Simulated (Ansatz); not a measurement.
This geometry of C2H3N + HS (8 atoms, charge 0, multiplicity 2) is a first-order saddle point.

These are results of UKS PBE0-D4/def2-SVPD in Ansatz, not measurements.

```xyz
8
Properties=species:S:1:pos:R:3
H 0.792 0.059 0.412
C -0.426 0.806 -0.003
C -1.157 -0.070 -0.833
N -1.731 -0.823 -1.509
S 1.952 -0.732 0.887
H -0.839 1.004 0.989
H 0.085 1.637 -0.498
H 1.325 -1.881 0.554
```

Which two structures does it join? (They come from a converged band through this point; their orientation in space is the band's.)

Bonds broken: H1–C2. Bonds formed: H1–S5. C2H3N + HS becomes C2H2N + H2S.

First end point:

```xyz
8
Properties=species:S:1:pos:R:3
H 0.433 1.010 0.653
C -0.478 1.085 0.043
C -0.750 -0.209 -0.556
N -0.937 -1.253 -1.017
S 2.216 -1.766 0.860
H -1.317 1.392 0.682
H -0.328 1.842 -0.738
H 1.161 -2.101 0.074
```

Last end point:

```xyz
8
Properties=species:S:1:pos:R:3
H 1.311 -1.408 -0.284
C -0.916 1.300 -0.058
C -0.898 0.264 -0.975
N -0.858 -0.626 -1.736
S 1.954 -1.038 0.845
H -0.169 1.310 0.737
H -1.661 2.092 -0.134
H 1.237 -1.893 1.606
```

How far does it lie above each of them?

0.64 eV above the first and 0.34 eV above the second. This is the barrier of this one path; another mechanism may lie lower.

The run took 20 min on 4 threads of Arm Neoverse N1, with other jobs on the host, peak memory 0.43 GiB.
